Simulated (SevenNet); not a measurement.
## Cubic perovskite SrTiO₃ (cubic form, which distorts at low temperature)

All values below come from the machine-learned potential SevenNet-0 (trained on PBE and PBE+U data).

Cell: relaxed at this level.

```
Quantity                   Result
------------------  -------------
lattice constant a        3.944 Å
volume per atom     12.27 Å³/atom
```

Measured, for comparison: lattice constant a 3.89 Å, equilibrium volume per atom 11.77 Å³/atom (0 K, cubic phase extrapolated to 0 K; as tabulated in Bilc et al. (2008), arXiv:0805.0753). Computed (rounded) less measured: lattice constant a +1.4 %, equilibrium volume per atom +4.2 %.

A machine-learned potential is trained on density-functional data: it inherits that level's misses and adds fitting errors of its own.

Note: the model gives imaginary modes for this phase (in the spectrum interpolated from a supercell); the relaxation could not lower the start's symmetry, so the cell can be a saddle point above a distorted one.
